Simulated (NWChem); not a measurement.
# Ionisation of Si (+1)

```
Si
```
Charge +1, spin multiplicity 2.

Everything below was run with NWChem.

Basis set: def2-TZVPD. The species with one electron less has spin multiplicity 1. Δ marks differences of total energies (open shells unrestricted). −ε marks an orbital energy of the parent. That orbital need not have the symmetry of the hole or added electron in the Δ rows. That singlet is a closed-shell solution.

No SCF solution was tested for a lower state. Open-shell Hartree-Fock references start from PBE0 orbitals.

Task: One of these methods gave a first vertical ionisation energy of 15.65 eV. Which?
A. G0W0@PBE
B. ΔPBE
C. −ε(alpha HOMO) of HF
D. −ε(alpha HOMO) of LC-wPBE (omega 0.3 per bohr)

Result: D, −ε(alpha HOMO) of LC-wPBE (omega 0.3 per bohr). The others give 16.21 (−ε(alpha HOMO) of HF), 16.00 (G0W0@PBE), 16.42 (ΔPBE).
